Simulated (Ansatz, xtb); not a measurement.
## Relative energy of two isomers of C2H5FO2

We compare I, `CC(O)(O)F`, a singlet, with II, `OC[C@H](O)F`, a singlet. Both are isolated molecules in the gas phase, relaxed with PBE0-D3(BJ)/pcseg-1; the shapes shown needn't be the lowest conformers.

I (Å):

```csv
atom,x (Å),y (Å),z (Å)
C,-1.1806,-2.1671,0.0175
C,-1.3865,-1.2178,-1.1312
F,-2.7624,-0.9616,-1.2303
O,-0.9905,-1.7052,-2.3643
O,-0.7230,-0.0552,-0.9011
H,-1.5044,-1.6932,0.9480
H,-1.7685,-3.0761,-0.1410
H,-0.1205,-2.4239,0.0881
H,-1.6142,-2.3944,-2.6295
H,-0.7443,0.4508,-1.7277
```

II (Å):

```xyz
10

C    -1.0342   -1.9457   -0.2186
C    -1.3227   -2.8679    0.9458
F    -1.6054   -4.1215    0.3745
O     0.1641   -2.3593   -0.8411
O    -0.2563   -2.9758    1.7885
H    -0.0106   -3.2241   -1.2401
H    -1.8832   -1.9359   -0.9171
H    -0.8680   -0.9273    0.1483
H    -2.2044   -2.5861    1.5316
H     0.5366   -2.9607    1.2236
```

Energies in hartree; the thermal terms are from PBE0-D3(BJ)/pcseg-1 harmonic frequencies (ideal gas, rigid rotor, one conformer each, 298.15 K, 1 atm) and include the zero-point energy:

```
                              I           II
E, CCSD(T)/def2-SVP  −328.464623  −328.438972
    E, MP2/def2-SVP  −328.410675  −328.383672
  E, MP2/def2-TZVPP  −329.043486  −329.019807
  zero-point energy     0.077272     0.079530
       H(298 K) − E     0.083793     0.085697
       G(298 K) − E     0.049105     0.051206
```

Task: Correct the CCSD(T) difference for the basis set by the MP2 change, then work out ΔE, ΔE₀, ΔH and ΔG for I → II in kcal/mol (1 Eh = 627.51 kcal/mol) and the equilibrium ratio [II]/[I].

Result: 1. Differences II − I: CCSD(T) +0.025651, MP2 in the small set +0.027003, MP2 in the large set +0.023679 Eh.
2. ΔE = +0.025651 + (+0.023679 − (+0.027003)) = +0.022327 Eh = +14.01 kcal/mol.
3. ΔE₀ = ΔE + ΔZPE = +0.022327 + (+0.002258) Eh = +15.43 kcal/mol.
4. ΔH = ΔE + (+0.001904) Eh = +15.21 kcal/mol.
5. ΔG = ΔE + (+0.002101) Eh = +15.33 kcal/mol, so ΔS = (ΔH − ΔG)/T = −1.7 J/(mol K).
6. kT = 0.9442 mEh, so K = [II]/[I] = exp(−ΔG/kT) = exp(−25.87) ≈ 5.8 × 10^−12.

Structure I is favoured at this temperature. An error of 1 kcal/mol in ΔG would change K by a factor of 5.4. Mirror images and further conformers aren't counted.

As drawn, both hold the same kinds of bond in the same numbers. Structure I has 1 methyl group, II 0.

Other levels gave ΔE = +15.2 (GFN2-xTB); +13.3 (HF/STO-3G, GFN2-xTB geometries); +14.7 (r2SCAN-D4/def2-SVP, GFN2-xTB geometries); +14.6 (PBE0-D3(BJ)/pcseg-1); +16.7 (HF/def2-SVP); +16.9 (MP2/def2-SVP); +16.1 (CCSD(T)/def2-SVP) kcal/mol. The correlated steps freeze 5 core orbitals. Programs: Ansatz 0.2.0, xtb 6.7.1.
